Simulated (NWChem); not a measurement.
**AlNH3 (SMILES [NH2][AlH]): UCCSD/def2-SVP (frozen virtual 12)**

Aim: the vertical ionisation energy of AlNH3 at UCCSD/def2-SVP (frozen virtual 12), from 2 runs. 

The results are computed with NWChem 7.3.0.

### Step 1. The system as given

The species is AlNH3 (5 atoms), meant as a doublet with charge 0. As SMILES, `[NH2][AlH]`. The coordinates come from a PBE0-D4/def2-TZVP relaxation. This is one conformer, not always the lowest.

Bond lengths: N1–Al2 1.774 Å, N1–H3 1.007 Å, N1–H4 1.009 Å, Al2–H5 1.604 Å. Angles: N1–Al2–H5 115.7°, Al2–N1–H3 125.4°, Al2–N1–H4 124.3°, H3–N1–H4 110.2°.

### Step 2. The energy at UCCSD/def2-SVP (frozen virtual 12)

Contents of job.nw:

```
start job
title "AlH3N ccsd"
memory total 2200 mb
geometry noautosym nocenter noautoz
  N     -0.116600    -0.660800     0.175100
  Al     0.836600     0.833900     0.120800
  H      0.148500    -1.505300     0.655500
  H     -1.010300    -0.782800    -0.277400
  H      0.191800     2.041400    -0.715400
end
basis spherical bse
  * library def2-SVP
end
scf
  nopen 1
  uhf
  thresh 1e-08
  maxiter 80
  print low
end
tce
  scf
  ccsd
  freeze core 6 virtual 12
  maxiter 60
end
task tce energy
```

The run is started by

```sh
nwchem job.nw > job.out
```

Standard output:

```text
[...]
  functions       =    47
[...]
  wavefunction    = UHF
[...]
         Total SCF energy =   -297.987350364930
      One electron energy =   -504.982303521341
      Two electron energy =    160.759857773384
 Nuclear repulsion energy =     46.235095383026
                       Sz =      0.5000
                 Sz(Sz+1) =      0.7500
                      S^2 =      0.7542
[...]
         Wavefunction type : Unrestricted Hartree-Fock
          No. of electrons :    23
[...]
         Spin multiplicity : doublet
[...]
 CCSD total energy / hartree       =      -298.164867078186660
[...]
```

Wall time 4.5 s (1 thread of AMD EPYC 7R13 (Zen 3), shared host); peak memory 0.15 GiB.

### Step 3. The singlet cation

Contents of mol.nw:

```
start mol
title "AlH3N energy"
memory 2200 mb
charge 1

geometry units angstrom noautosym nocenter noautoz
  N    -0.116600   -0.660800    0.175100
  Al    0.836600    0.833900    0.120800
  H     0.148500   -1.505300    0.655500
  H    -1.010300   -0.782800   -0.277400
  H     0.191800    2.041400   -0.715400
end

basis spherical bse
  * library def2-SVP
end

scf
  thresh 1e-08
  maxiter 80
  noprint "final vectors analysis"
end

ccsd
  freeze core 6 virtual 12
  maxiter 60
end

task ccsd energy
```

The run is started by

```sh
nwchem mol.nw > mol.out
```

Standard output:

```text
[...]
  functions       =    47
[...]
  wavefunction    = RHF
[...]
         Total SCF energy =   -297.710930504929
      One-electron energy =   -498.874893651135
      Two-electron energy =    154.928867763180
 Nuclear repulsion energy =     46.235095383026
        Time for solution =      1.5s
[...]
 Total MP2 energy:           -297.871531632010601
[...]
             energy      energy      error      ampl     ampl      Block
                                                time     time      time
[...]
 Total CCSD energy:           -297.890947978290512
[...]
```

Wall time 8.7 s (1 thread of AMD EPYC 7R13 (Zen 3), shared host); peak memory 0.1 GiB.

### Step 4. Summary of results

At UCCSD/def2-SVP (frozen virtual 12), 6 core orbitals frozen:

| quantity | value |
| --- | --- |
| doublet AlNH3: total energy | -298.16487 Eh |
| doublet AlNH3: correlation energy (6 core orbitals frozen) | -177.5 mEh |
| doublet AlNH3: ⟨S²⟩ of the reference determinant | 0.754 |
| singlet cation: total energy | -297.89095 Eh |
| singlet cation: correlation energy (6 core orbitals frozen) | -180.0 mEh |
| vertical ionisation energy (to the singlet cation) | 7.454 eV |

The vertical ionisation energy comes to 7.45 eV (172 kcal/mol). Only the singlet of the ionised species was computed; a triplet could lie lower.
